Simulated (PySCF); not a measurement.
## L and K shells in `Clc1ccsc1`

Species: C₄H₃ClS.
Atom-mapped SMILES: `[Cl:1][c:2]1[cH:3][cH:4][s:5][cH:6]1`

Computed with delta-SCF UKS SCAN, pcX-2 on the ionised atom, pcseg-1 elsewhere, spin-free X2C in PySCF 2.14.0. Binding energies are ΔSCF values: E(core-ionised, relaxed orbitals) − E(ground state) at a fixed geometry, referred to the vacuum level. The 2p values add to the ΔSCF energy of one spin-free hole a correction within the shell (spin–orbit coupling, ligand field). The splitting includes the ligand field, and 2p3/2 is the mean of two sublevels.

When a 2p electron fills a 1s hole, the emitted photon carries the energy difference of the two hole states (Kα1 from 2p3/2, Kα2 from 2p1/2), here at the ground state's geometry.

```
atom  Kα1 (eV)  Kα2 (eV)  2p3/2 binding energy (eV)
 Cl1   2622.64   2620.99                     206.35
```

**Question.** What are the 1s and 2p1/2 binding energies?

**Answer.** 1s = Kα1 + 2p3/2, and 2p1/2 = 1s − Kα2:

| atom | environment | 1s (eV) | 2p1/2 (eV) |
| --- | --- | --- | --- |
| Cl1 | aryl chlorine | 2828.99 | 208.00 |

**Question.** And the 1s levels of the other atoms?

**Answer.** C3 (aromatic CH carbon) 290.69 eV; C6 (aromatic CH next to a ring sulfur) 290.85 eV; C4 (aromatic CH next to a ring sulfur) 291.00 eV; C2 (aromatic C–Cl carbon) 291.92 eV; S5 (thiophene-type sulfur) 2478.25 eV.

Not every level is listed. Geometry: GFN2-xTB; no solvent, vibrations or thermal averaging.
